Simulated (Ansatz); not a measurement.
Input for Ansatz (a program for electronic structure): R-B3LYP/def2-TZVPPD on C2H2 (SMILES C#C) with ghost functions. Files ending in .json are basis or fitting sets from the Basis Set Exchange.

Ansatz 0.2 input:
```yaml
crystal:
  periodic: [false, false, false]
  atoms:
    - {symbol: C, position_ang: [-0.59699339, -0.09933238, -2.89906182]}
    - {symbol: H, position_ang: [-1.65899839, -0.09928938, -2.90498282]}
    - {symbol: C, position_ang: [0.61484561, -0.09942638, -2.89583282]}
    - {symbol: H, position_ang: [1.67687161, -0.09955538, -2.89602882]}
basis:
  gaussian:
    orbitals: def2-TZVPPD.json
    ghost_atoms:
      - {symbol: C, position_ang: [-0.00696339, 0.08025162, 2.29204418]}
      - {symbol: H, position_ang: [-0.00356939, 0.04651662, 1.22874718]}
      - {symbol: C, position_ang: [-0.01090039, 0.11854162, 3.50350918]}
      - {symbol: H, position_ang: [-0.01416639, 0.15191762, 4.56442118]}
hamiltonian:
  xc: {name: B3LYP}
scf: {lower_state_search: off}
```

### Question
Give the final energy of this run.

### Answer
-77.3654 hartree.
